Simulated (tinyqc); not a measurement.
Inside a calculation. Method: Pariser-Parr-Pople SCF with singles CI, for the molecule OC=C(O)Cl (SMILES; centres numbered as the heavy atoms are written). One step of it, computed by the program tinyqc.

Problem. Iteration 2: orbitals and new P. Diagonalise F (the basis is taken as orthonormal) and form P = 2 sum c c over the lowest orbitals; 0.3 of the old P is kept.

F (eV), order 1O, 2C, 3C, 4O, 5Cl:
```
[[-12.191458, -3.571073, 0.926934, -0.266645, -0.251343],
 [-3.571073, -4.560058, -5.600457, 0.925310, 0.640977],
 [0.926934, -5.600457, -4.650644, -3.807995, -2.717409],
 [-0.266645, 0.925310, -3.807995, -12.828413, 0.315132],
 [-0.251343, 0.640977, -2.717409, 0.315132, -14.029449]]
```

pi electrons, sum of z_r less the charge = 8

P after iteration 1, order 1O, 2C, 3C, 4O, 5Cl:
```
[[1.872866, 0.303822, -0.329258, 0.139073, 0.101541],
 [0.303822, 1.239366, 0.816395, -0.328559, -0.238077],
 [-0.329258, 0.816395, 1.122025, 0.356935, 0.259059],
 [0.139073, -0.328559, 0.356935, 1.847451, -0.111580],
 [0.101541, -0.238077, 0.259059, -0.111580, 1.918291]]
```

Give: orbital energies; P after iteration 2.

Solution.

orbital energies (eV): [-15.440, -13.857, -13.563, -8.187, 2.787]

P after iteration 2, order 1O, 2C, 3C, 4O, 5Cl:
```
[[1.903, 0.279, -0.294, 0.102, 0.071],
 [0.279, 1.168, 0.870, -0.293, -0.202],
 [-0.294, 0.870, 1.090, 0.308, 0.213],
 [0.102, -0.293, 0.308, 1.892, -0.075],
 [0.071, -0.202, 0.213, -0.075, 1.947]]
```
